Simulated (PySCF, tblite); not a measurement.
**C5H11N: geometry, infrared bands and NMR shifts**

Aim: predict the infrared bands and NMR shifts of C5H11N (`C=CN(C)CC`).

Programs: tblite 0.8.0 and PySCF 2.14.0, with density-fitted response routines of our own. Each step states its level of theory. These are calculated values for one molecule in the gas phase, unless marked as measured. Atoms are numbered from 0 throughout.

**1. The starting structure**

17 atoms, charge 0, multiplicity 1; geometry from: force field or distance geometry start.

Bonds of the start (Å): C0–C1 1.33, C1–N2 1.39, N2–C3 1.46, N2–C4 1.47, C4–C5 1.51, C0–H6 1.09, C0–H7 1.07, C1–H8 1.09, C3–H9 1.11, C3–H10 1.10, C3–H11 1.13, C4–H12 1.13, C4–H13 1.10, C5–H14 1.10, C5–H15 1.14, C5–H16 1.11.

**2. Relaxing the molecule with GFN2-xTB**

The job: settings as JSON, then the geometry in Å.

```
{"job": {"kind": "relax", "xc": "GFN2-xTB", "basis": "xTB"}, "charge": 0, "multiplicity": 1}
C      1.878200    -1.143000     0.594100
C      0.753400    -0.445100     0.754900
N      0.224300     0.472400    -0.151900
C      0.961100     1.559700    -0.786100
C     -1.195300     0.284100    -0.486100
C     -1.873900    -0.774500     0.343200
H      2.156900    -1.820500     1.399600
H      2.528400    -1.073100    -0.254300
H      0.210300    -0.605700     1.691200
H      2.031100     1.352800    -0.567200
H      0.764400     1.571600    -1.868100
H      0.691800     2.549600    -0.307200
H     -1.215300    -0.086900    -1.551000
H     -1.729500     1.244700    -0.435200
H     -1.437000    -1.757500     0.115100
H     -1.816400    -0.532200     1.452900
H     -2.939400    -0.784300     0.046100
```

The run is started by

```sh
> OMP_NUM_THREADS=1 python probes_run.py task.json out
```

One launch serves the whole session: the jobs run in the order shown.

**Question.** This job is followed by: GFN2-xTB harmonic vibrations, gas phase; GIAO PBE0/pcSseg-1 NMR shielding, non-relativistic, gas phase. Predict these results of the whole session: strongest single infrared mode (GFN2-xTB); zero-point energy (GFN2-xTB); 13C shifts against TMS (PBE0/pcSseg-1); 1H shifts against TMS (PBE0/pcSseg-1, means over atoms taken as alike); 15N shifts against NH3 (PBE0/pcSseg-1).

The runs gave:

| quantity | value |
| --- | --- |
| strongest single infrared mode (GFN2-xTB) | 1705 cm⁻¹, 237 km/mol |
| zero-point energy (GFN2-xTB) | 94.5 kcal/mol |
| 13C shifts against TMS (PBE0/pcSseg-1) | 147.4, 84.2, 55.5, 35.6, 14.1 ppm |
| 1H shifts against TMS (PBE0/pcSseg-1, means over atoms taken as alike) | 6.21, 3.88, 3.64, 3.13, 2.63, 0.94 ppm |
| 15N shifts against NH3 (PBE0/pcSseg-1) | 89.4 ppm |

In words: Over 200 steps the energy fell by 0.689 eV; of the close pairs, C5–H15 changed most, 1.137 to 1.087 Å. No mode is imaginary among the 45: a minimum at this level. The strongest single mode, at 1705 cm⁻¹, moves mainly C1 and C0. GFN2-xTB is a fitted tight-binding method: band positions and strengths are rough. Its intensities can rank the bands wrongly. C1 (alkene carbon bearing nitrogen) lies farthest downfield among carbon, at 147.4 ppm; an sp2 carbon further deshielded by the attached heteroatom. H8 (hydrogen on an alkene carbon bearing nitrogen) lies farthest downfield among hydrogen, at 6.21 ppm; a vinylic proton, deshielded by the sp2 carbon and the C=C anisotropy. At PBE0/pcSseg-1: Shielding is most anisotropic at C1 (span 191 ppm, paramagnetic term -215 ppm).
